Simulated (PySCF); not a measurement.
**How methods differ on the ionisation energy of Al**

Al [Ne] 3s2 3p1 (2P) → Al⁺ [Ne] 3s2 (1S), as a difference of total energies. All numbers are calculated (PySCF 2.14, no relativity, point nucleus, in aug-cc-pwCVDZ (6s5p3d, 36 functions)). Correlated levels: valence: [Ne] frozen. The calculations carry no spin-orbit coupling.

```tsv
method	ionisation energy (eV)
UHF	5.597
MP2 (valence)	5.760
SCS-MP2 (valence)	5.739
CCSD (valence)	5.855
CCSD(T) (valence)	5.878
CCSDT (valence)	5.889
```

Question: How much does correlation contribute at CCSD(T) (valence)?

Answer: 5.878 − (5.597) = 0.281 eV, measured against UHF.

Errors of the correlated levels include the incompleteness of this basis and the frozen core.

For comparison: 5.977 eV (measured; NIST levels, between the centres of gravity of the two terms).
